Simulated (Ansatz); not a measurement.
Reaction (SMILES): [CH]=C=O → 2 C atom + H atom + O atom
B3LYP-D3(BJ)/def2-TZVP geometries, fixed; electronic energies without zero-point terms.
Largest species:
```xyz
4

C      0.2424    -0.1985    -1.2225
C     -0.0383    -0.0128     0.0205
H     -0.2306    -0.6396    -2.0763
O     -0.1243     0.2384     1.1610
```
Charge 0, spin multiplicity 2.

Basis-set convergence of the atomisation energy at PBE0 with Ansatz (a program for electronic structure). Cartesian d functions, on some or all atoms, in 6-31+G*; all else is spherical. The program fits the integrals of some runs and decomposes those of others, by size. Open shells are unrestricted. No added dispersion term, no relativity. Functions are those of the species that has most. Reference: the value in pcseg-4, 429.05 kcal/mol, itself unsure by roughly 0.06 kcal/mol (its mean distance from aug-pcseg-3, aug-cc-pVQZ, cc-pV5Z). Deviations are taken from unrounded values.

```
basis              functions  atomisation energy (kcal/mol)  minus reference (kcal/mol)
-----------------  ---------  -----------------------------  --------------------------
6-31G                     29                         394.37                      -34.68
def2-SV(P)                44                         431.23                        2.18
6-31+G*                   59                         420.32                       -8.73
6-311++G(2d,2p)           91                         426.24                       -2.81
def2-TZVPPD              131                         428.41                       -0.64
jun-cc-pV(T+d)Z          131                         427.73                       -1.32
6-311++G(3df,3pd)        135                         430.05                        1.00
def2-QZVPPD              225                         428.67                       -0.38
aug-pcseg-3              304                         429.18                        0.13
```
